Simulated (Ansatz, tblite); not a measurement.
Removing an electron: SiFH3 (SiH₃F). Total charge 0; singlet. Geometry: PBE0-D4/def2-TZVP. Ansatz, gas phase; energy differences of separate SCF runs; the oxidised species was run as a doublet alone.

| atom | x (Å) | y (Å) | z (Å) |
| --- | --- | --- | --- |
| Si1 | 0.025 | 0.009 | -0.030 |
| F2 | -0.977 | -0.345 | 1.166 |
| H3 | 0.978 | 1.037 | 0.449 |
| H4 | -0.771 | 0.526 | -1.168 |
| H5 | 0.744 | -1.228 | -0.417 |

The xTB rows come from tblite. Correlated methods freeze 6 core orbitals. HOMO above LUMO, or a gap near zero within one spin, warns that the state may not be the lowest or that an electron is smeared out.

| level | −HOMO (eV) | vertical IE (eV) | −LUMO (eV) | HOMO–LUMO gap (eV) | remarks |
| --- | --- | --- | --- | --- | --- |
| GFN2-xTB | 11.83 | 15.29 | 5.15 | 6.68 | – |
| HF/def2-TZVPP | – | 12.29 | – | – | – |
| r2SCAN-D4/def2-TZVP | 8.69 | 12.28 | 0.52 | 8.17 | gap within one spin near zero (+1 doublet) |
| PBE0-D4/def2-TZVP | 9.77 | 12.47 | 0.12 | 9.65 | – |

**Question.** Estimate the rows for GFN1-xTB, MP2/def2-TZVPP, CCSD/def2-TZVPP, CCSD(T)/def2-TZVPP.

**Answer.** 
```tsv
level	−HOMO (eV)	vertical IE (eV)	−LUMO (eV)	HOMO–LUMO gap (eV)
GFN1-xTB	12.75	16.05	5.35	7.40
MP2/def2-TZVPP	–	12.85	–	–
CCSD/def2-TZVPP	–	12.87	–	–
CCSD(T)/def2-TZVPP	–	12.81	–	–
```

Run but left out: PBE-D4/def2-TZVP (charge +1 doublet: an occupied level 0.25 eV above an empty one).  Raw xTB energy differences between charge states are shifted by several eV; the methods need an empirical correction for them.
